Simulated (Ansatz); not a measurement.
Relaxing GaC2

The calculation used DFT PBE, scalar-relativistic, plane waves, PAW (Ansatz 0.2.0). Cutoff 420 eV, Γ-centred k mesh, Gaussian smearing, no spin polarisation in the final step.

The start puts GaC2 on the sites of a reported ThAs2 cell (P4/nmm, No. 129), with Ga in place of Th, C in place of As, at a guessed volume.

```
Ga C
1.0
     3.13548    0.00000    0.00000
     0.00000    3.13548    0.00000
     0.00000    0.00000    6.58021
Ga C
2 4
Direct
  0.50000 0.00000 0.28000
  0.00000 0.50000 0.72000
  0.00000 0.00000 0.00000
  0.50000 0.50000 0.00000
  0.50000 0.00000 0.64000
  0.00000 0.50000 0.36000
```

Cell and atoms relax at zero pressure; the relaxation can't lower the symmetry of the start. After a coarse first stage the cell is made exact in the group found at 0.06 Å.

Formation energies are uncorrected and refer to the elements' standard structures at the same level.

Question: Which crystal results?

Answer: It keeps P4/nmm (No. 129), but not the shape of the type it started on. Conventional cell: a = 2.453 Å, c = 9.498 Å. Ga is coordinated by 1 C at 2.31 Å, 4 Ga at 2.45 Å and 4 C at 2.65 Å; C on Wyckoff site a (2 atoms of the primitive cell) has 4 C at 1.73 Å; C on Wyckoff site c (2 atoms of the primitive cell) is coordinated by 4 C at 1.74 Å.

```cif
data_structure
_symmetry_space_group_name_H-M 'P4/nmm:1'
_symmetry_Int_Tables_number 129
_cell_length_a 2.4525
_cell_length_b 2.4525
_cell_length_c 9.4982
_cell_angle_alpha 90.000
_cell_angle_beta 90.000
_cell_angle_gamma 90.000
_cell_volume 57.13
loop_
_atom_site_label
_atom_site_type_symbol
_atom_site_symmetry_multiplicity
_atom_site_Wyckoff_symbol
_atom_site_fract_x
_atom_site_fract_y
_atom_site_fract_z
_atom_site_occupancy
Ga1 Ga 2 c 0.50000 0.00000 0.24715 1
C1 C 2 a 0.00000 0.00000 0.00000 1
C2 C 2 c 0.50000 0.00000 0.49025 1
```

Question: What are its volume, energy, density and gap?

Answer: The volume per atom is 9.52 Å³ and the density is 5.45 g/cm³. The energy over the elements is 1.89 eV/atom. The gap on the 16×16×4 mesh is 0 eV (a metal).

The final run used a 16×16×4 mesh on its 6-atom cell and 0.10 eV smearing. For metals, differences of a few meV/atom aren't resolved. A structure relaxed within its symmetry needn't be a true minimum. The steps took about 2.2 core-minutes in all.